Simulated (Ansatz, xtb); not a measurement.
# CHO2S: where a starting geometry ends

The starting geometry of this gas-phase doublet was built from a drawn formula by distance geometry and a force field; its bonds are those of `[CH]1OSO1`.

```tsv
atom	x (Å)	y (Å)	z (Å)
C	-1.8030	-1.5297	-2.7008
O	-0.9746	-0.8383	-1.8465
O	-2.2277	-2.4180	-1.7605
S	-0.8314	-2.2004	-0.9168
H	-2.5374	-1.0429	-3.2613
```

Question: Predict what becomes of its bonds when it is optimised with r2SCAN-D4/def2-SVP.

Answer: A bond breaks, leaving `O=CO[S]`. Distances that change by over a tenth: C1–O2 (1.38 → 1.19 Å). Contacts that open: O2–S4 (1.66 → 2.96 Å).

The energy falls by 3.32 eV over 17 steps:

| step | E − E(last) (eV) |
| --- | --- |
| 1 | 3.324 |
| 3 | 2.448 |
| 5 | 0.990 |
| 6 | 0.493 |
| 8 | 0.227 |
| 10 | 0.173 |
| 12 | 0.035 |
| 13 | 0.017 |
| 15 | 0.000 |
| 17 | 0.000 |

Final geometry (Å):

```xyz
5

C    -1.8119   -1.2427   -2.5290
O    -0.9527   -0.4376   -2.3711
O    -2.0170   -2.3865   -1.7793
S    -0.9831   -2.7306   -0.5037
H    -2.6094   -1.2320   -3.3028
```

From the same start GFN2-xTB reaches the same bonding as this run.

No frequencies were run, so the end isn't proven a minimum. Open shells are spin-unrestricted. Run with Ansatz 0.2.0, 70 s on 1 thread of Intel(R) Xeon(R) 6975P-C (Granite Rapids), on a shared host.
